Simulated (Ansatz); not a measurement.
Reaction (hydrogenolysis of the Si–C bond): `CC[SiH2]CC` + H₂ → `CC[SiH3]` + ethane

Isolated molecules relaxed with PBE0-D4/def2-TZVP in Ansatz; ΔE leaves out vibrations. CCSD(T)/CBS adds triple-zeta CCSD(T) − MP2 to the extrapolated MP2 energy (def2 sets, frozen cores). This one scheme is used for every species. Functionals use def2-TZVPP. HSE06 is defined as in plane-wave codes. Each species was taken in one conformer, which may not be the lowest.

`CC[SiH2]CC`:

Z-matrix (Å, degrees):
```
C
C 1 1.526
H 1 1.093 2 111.5
H 1 1.093 2 111.7 3 120.1
H 1 1.094 2 111.4 3 -119.7
Si 2 1.879 1 113.7 3 61.3
H 2 1.095 1 110.4 3 -177.3
H 2 1.096 1 110.4 3 -60.8
C 6 1.879 2 111.7 1 -57.5
H 6 1.493 2 109.3 1 63.6
H 6 1.493 2 109.3 1 -178.5
C 9 1.526 6 113.7 2 -57.5
H 9 1.096 6 108.4 2 65.6
H 9 1.095 6 107.9 2 179.7
H 12 1.093 9 111.7 6 -178.7
H 12 1.093 9 111.5 6 61.3
H 12 1.093 9 111.4 6 -58.5
```

H₂:

Z-matrix (Å, degrees):
```
H
H 1 0.746
```

`CC[SiH3]`:

Z-matrix (Å, degrees):
```
C
C 1 1.526
H 1 1.093 2 111.4
H 1 1.093 2 111.6 3 120.1
H 1 1.093 2 111.4 3 -119.8
Si 2 1.876 1 113.4 3 59.9
H 2 1.095 1 110.5 3 -178.6
H 2 1.095 1 110.5 3 -61.7
H 6 1.489 2 110.4 1 -59.6
H 6 1.489 2 110.4 1 59.7
H 6 1.489 2 111.1 1 -180.0
```

`CC`:

```xyz
8

C    -0.129   -0.563   -0.493
C     0.129    0.563    0.493
H     0.328   -0.356   -1.463
H     0.279   -1.510   -0.133
H    -1.199   -0.709   -0.659
H    -0.328    0.356    1.463
H    -0.279    1.510    0.133
H     1.199    0.709    0.659
```

(1) Is it downhill or uphill in electronic energy at CCSD(T)/CBS, and by how much? (Estimate.)

(2) What do these levels give: revPBE-D4, PBE, HSE06, RPA@PBE/def2-TZVPP, SCS-MP2/def2-TZVPP, MP2/def2-QZVPP? (Best estimate.)

Largest T1 diagnostic among the species: 0.010.

Results:

(1) The calculation gave: Downhill: ΔE = -27.5 kJ/mol.

(2) Computed: revPBE-D4 -20.9, PBE -36.1, HSE06 -38.1, RPA@PBE/def2-TZVPP -31.9, SCS-MP2/def2-TZVPP -31.9, MP2/def2-QZVPP -22.3 kJ/mol.

The D4 term adds +15.2 kJ/mol with B3LYP and +8.8 kJ/mol with PBE0; it sums over pairs of atoms, weighted by their polarisabilities, and B3LYP, whose exchange is more repulsive, gets the larger term. At CCSD(T), def2-SVP lies −15.2 kJ/mol from the extrapolated value and def2-TZVPP −2.8 kJ/mol. Leaving LDA and LC-ωPBE aside and taking each functional with its dispersion term where it has one, the values, not all of them listed here, spread over 17.7 kJ/mol, from B2PLYP to revPBE-D4. LDA lies +10.5 kJ/mol from PBE without D4.

B3LYP here is the variant with VWN-RPA as its local correlation; programs differ in this.
